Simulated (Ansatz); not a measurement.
System: CHN, charge 0, triplet. This triplet is an excited state, 4.8 eV above the singlet at CCSD(T)/cc-pV5Z (Ansatz, an electronic-structure program). CHN (parent SMILES C#N, triplet).
B3LYP-D3(BJ)/def2-TZVP minimum from Ansatz:
```
C
N 1 1.2789
H 1 1.1100 2 120.81
```
Charge 0, spin multiplicity 3.

Hartree-Fock and CCSD correlation energies in hartree (Ansatz). Radicals and triplets start from unrestricted determinants; spin-orbit coupling is neglected. Correlated methods leave the cores frozen. No relativity. The UHF reference of CHN (parent SMILES C#N, triplet) is spin-contaminated (<S^2> up to 0.08 over the pure value in the sets run). The spin of CHN (parent SMILES C#N, triplet) was assumed, and the state is the lowest solution found for it.

```tsv
basis	X	E(HF)	E(corr, CCSD)
cc-pVTZ	3	-92.77668	-0.30762
cc-pVQZ	4	-92.78315	-0.32418
cc-pV5Z	5	-92.78466	withheld
```

Q: Fit E(corr) = E∞ + A/X³ to X = 3 and 4, predict X = 5, and compare with the run.

A: A = (-0.30762 - (-0.32418))/(1/27 - 1/64) = 0.7734; E∞ = -0.32418 - A/64 = -0.33626; at X = 5, E∞ + A/125 = -0.33008. The run gave -0.32980, 0.28 mEh above the prediction. The same form on X = 4 and 5 gives E∞ = -0.33570, 0.57 mEh above the first estimate.
